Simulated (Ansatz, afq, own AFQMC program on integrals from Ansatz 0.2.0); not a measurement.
**Where AFQMC and coupled cluster stand for Si⁺, doublet**

A free Si cation.

Basis 6-31G. Only valence electrons are correlated. AFQMC by an in-house program on the Cholesky factors that Ansatz 0.2.0 writes for its CCSD(T) run. The CISD trial takes its coefficients from CCSD amplitudes. Released means that phaseless walkers are propagated on without the constraint, phases kept. Free projection: walkers drawn from exp(T), propagated without any constraint. Its projection time is finite, and what remains of the start isn't in its error. Uncertainties: one standard error, sampling alone.

Determinant: UHF, the one that the program's search chose, which needn't be the lowest solution.

Full CI on the same integrals is exact in this basis and with this determinant's frozen core.

The T1 diagnostic is 0.0047, the weight of the determinant in the CISD state is 0.961 and the ⟨S²⟩ of the determinant is 0.750. The size of the correlated space is 3 electrons in 8 orbitals.

Reference: full CI, correlation energy -0.829 eV. The released energy is read at 2.40 1/Eh (meV from the phaseless value at times in 1/Eh: -0.04 ± 0.06 at 0.24, -0.01 ± 0.05 at 0.51, -0.04 ± 0.03 at 0.99, -0.07 ± 0.03 at 1.62, -0.04 ± 0.03 at 2.40).

```tsv
level	E − E(reference) (kJ/mol)	share of correlation (%)
HF	80.0	0.00
MP2	33.3	58.40
CCSD	0.2	99.77
CCSD(T)	0.0	99.94
ph-AFQMC/HF	3.2 ± 1.3	95.99
ph-AFQMC/CISD	0.0 ± 0.01	99.99
released AFQMC	0.0 ± 0.01	100.00
free AFQMC	0.0 ± 0.01	99.99
```

Free projections are given only where their last times agree within the noise and don't stop above the reference; a slow remainder of the start can still hide under it. A walk keeps the symmetry of its determinant, which the program's search chose and which needn't be the lowest solution, so a lower state of the same spin and another symmetry isn't excluded. Released energies are given only where the last usable release times agree within the noise; a slower fall can still hide under it.
